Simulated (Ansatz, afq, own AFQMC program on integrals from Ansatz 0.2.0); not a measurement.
## H₂F, doublet in cc-pVTZ, levels against CCSDT(Q)

```xyz
3

H     0.0000    0.0000   -1.1240
H     0.0000    0.0000    0.1120
F     0.0000    0.0000    1.0120
```

Basis cc-pVTZ. Noble-gas cores (and the filled d shells of Ga–Kr and In–Xe) are frozen. Integrals, coupled cluster, full CI and functionals: Ansatz 0.2.0; the random walks run on the same integrals in our own AFQMC program. ph-AFQMC/CISD is guided by a CISD state made of CCSD amplitudes; releasing the constraint for a short imaginary time cuts its bias at the price of noise, slowly where states lie close. Error bars are statistical, one sigma.

Determinant: UHF, the one that the program's search chose, which needn't be the lowest solution. The geometry is a point of a scan.

No full CI on the walks' own integrals is used here; CCSDT(Q) serves as the reference and is uncertain by about the last step of the cluster series.

Cautions: the released energies are still falling, so no released level is given (meV from the phaseless value at times in 1/Eh: 2.0 ± 2.4 at 0.24, 0.3 ± 1.9 at 0.51, -1.4 ± 2.4 at 0.99, -4 ± 3 at 1.62, -12 ± 5 at 2.40), though the last usable value meets CCSDT(Q) within the noise.

- T1 diagnostic: 0.0089
- weight of the determinant in the CISD state: 0.950
- ⟨S²⟩ of the determinant: 0.752
- size of the correlated space: 9 electrons in 57 orbitals

Reference: CCSDT(Q), correlation energy -7.756 eV.

| level | E − E(reference) (mEh) | share of correlation (%) |
| --- | --- | --- |
| HF | 285.01 | 0.00 |
| MP2 | 9.83 | 96.55 |
| CCSD | 6.99 | 97.55 |
| CCSD(T) | 0.31 | 99.89 |
| CCSDT | 0.24 | 99.92 |
| ph-AFQMC/HF | -0.79 ± 0.90 | 100.28 |
| ph-AFQMC/CISD | 0.13 ± 0.10 | 99.96 |

A walk keeps the symmetry of its determinant, which the program's search chose and which needn't be the lowest solution, so a lower state of the same spin and another symmetry isn't excluded.
